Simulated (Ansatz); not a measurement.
# BHCl2+ (doublet): from Hartree-Fock to the top rungs, cc-pVDZ

An exercise on one series of results from a longer session: the logs are not shown, and one member is left open.

Program: Ansatz 0.2.0, Gaussian basis. Level of theory: cc-pVDZ, core rule «outside noble gas», up to 11 orbitals frozen. These are calculated values, not measurements.

To be run: UHF; CCSD(T) on ROHF; CCSD(T) on UHF; BCCD(T) on ROHF; CISD; CCSDT(Q) on ROHF; CCSDT(Q) on UHF; CASSCF and MRCISD+Q, 13 electrons in 11 orbitals; CASSCF and NEVPT2, 13 electrons in 11 orbitals.

22 further runs of the same task are left out: 11 that didn't finish, 11 set aside as unsound or not needed.

## The system

The geometry is a PBE0/def2-TZVP stationary point (not a proven minimum) of the parent state, kept for this charge and spin.

4 atoms, charge 1, spin multiplicity 2.

Atoms are counted from 1 here; the program's logs count them from 0.

Bond lengths: Cl1–B2 1.737 Å, B2–Cl3 1.737 Å, B2–H4 1.274 Å. Angles: Cl1–B2–Cl3 145.6°, Cl1–B2–H4 107.2°, Cl3–B2–H4 107.2°.

As a file:

```xyz
4
BCl2H
Cl    0.0000   -0.0888    1.6590
B     0.0000    0.4243    0.0000
Cl    0.0000   -0.0888   -1.6590
H     0.0000    1.6986    0.0000
```

The first run:

in.yaml

```yaml
crystal:
  periodic: [false, false, false]
  atoms:
    - {symbol: Cl, position_ang: [0.000000, -0.088841, 1.659008]}
    - {symbol: B, position_ang: [0.000000, 0.424315, 0.000000]}
    - {symbol: Cl, position_ang: [0.000000, -0.088841, -1.659008]}
    - {symbol: H, position_ang: [0.000000, 1.698628, 0.000000]}
basis:
  gaussian: {orbitals: cc-pVDZ}
total_charge: 1
magnetization: {spin_polarized: true, initial_magnetization: 1}
hamiltonian: {xc: hf}
output: {orbitals: {seedname: orbitals}}
```

Launch:

```sh
ansatz run in.yaml --threads 1 --pin off --events-out ev --progress --plain --max-ram 2393MiB
```

Steps of the session up to this table: UHF; CCSD(T) on ROHF; CCSD(T) on UHF; BCCD(T) on ROHF; CISD; CCSDT(Q) on ROHF; CCSDT(Q) on UHF; CASSCF and MRCISD+Q, 13 electrons in 11 orbitals; CASSCF and NEVPT2, 13 electrons in 11 orbitals.

One of the session's tables, all rows but one given; the rest of the session is left out.

```
          method  from UCCSDT(Q) (meV)
            ROHF              +11095.9
             UHF              +10883.2
            RMP2               +1244.5
            UMP2               +1294.4
            CISD               +1676.3
           RCCSD                +472.2
           UCCSD                +464.4
        RCCSD(T)                 +69.7
        UCCSD(T)                 +73.4
         BCCD(T)                 +69.7
          RCCSDT                     ?
          UCCSDT                 +34.0
       RCCSDT(Q)                  +6.8
       UCCSDT(Q)                     0
  CASSCF valence               +8502.7
  NEVPT2 valence               +1457.2
  MRCISD valence                +897.1
MRCISD+Q valence                 +89.2
```

Estimate the missing values for RCCSDT.

As computed: from UCCSDT(Q) (meV): +34.9. In the column «from UCCSDT(Q) (meV)» it lies between UCCSDT (+34.0) and RCCSD(T) (+69.7).

Limits of these values: Restricted and unrestricted rows rest on different reference determinants; where their highest levels disagree by more than a few hundredths of an eV, they describe different states and don't form one ladder.
